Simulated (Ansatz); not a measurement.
Geometry optimisation, RKS PBE-D4/cc-pVDZ (Ansatz).

input.yaml

```yaml
crystal:
  periodic: [false, false, false]
  atoms:
    - { symbol: Al, position_ang: [0.020878, -0.46498, -0.444377] }
    - { symbol: F, position_ang: [-0.017351, 0.029124, 2.387319] }
    - { symbol: H, position_ang: [1.450066, 0.148326, -0.79209] }
    - { symbol: H, position_ang: [-1.430715, 0.098599, -0.779933] }
    - { symbol: Cl, position_ang: [0.07204, -2.508499, 0.413314] }
    - { symbol: H, position_ang: [0.063883, -0.903371, 2.415967] }
basis:
  gaussian: { orbitals: cc-pVDZ }
hamiltonian:
  xc: pbe
  dispersion: d4
relax:
  f_tol: 0.03
  max_steps: 50
```

Launched with:

```bash
$ ansatz run input.yaml --threads 1 --pin off --max-ram 2048MiB --backend cpu --events-out ev --progress --plain --runs-dir out
```

Task: Where does it end, and by what steps?

Result: The forces met the threshold. After 9 steps the energy has fallen by 0.459 eV; F2 moved furthest, 0.50 Å. Joined: Al1–F2 (2.87 → 2.04 Å).

| step | energy less start (eV) | largest force component (eV/Å) | accepted |
| --- | --- | --- | --- |
| 0 | 0.0000 | 0.632 | yes |
| 1 | -0.1654 | 0.557 | yes |
| 2 | -0.3399 | 0.691 | yes |
| 3 | -0.3868 | 0.905 | yes |
| 4 | -0.4334 | 0.253 | yes |
| 5 | -0.4409 | 0.250 | yes |
| 6 | -0.4542 | 0.210 | yes |
| 7 | -0.4581 | 0.055 | yes |
| 8 | -0.4574 | 0.094 | no |
| 9 | -0.4592 | 0.022 | yes |

```xyz
6
Properties=species:S:1:pos:R:3
Al 0.022 -0.353 -0.123
F 0.022 -0.020 1.889
H 1.443 0.167 -0.618
H -1.428 0.095 -0.605
Cl 0.072 -2.464 0.691
H 0.030 -1.026 1.966
```

Run time: 15 s on 1 thread of Arm Neoverse V2, on a shared host, peak memory 0.13 GiB.
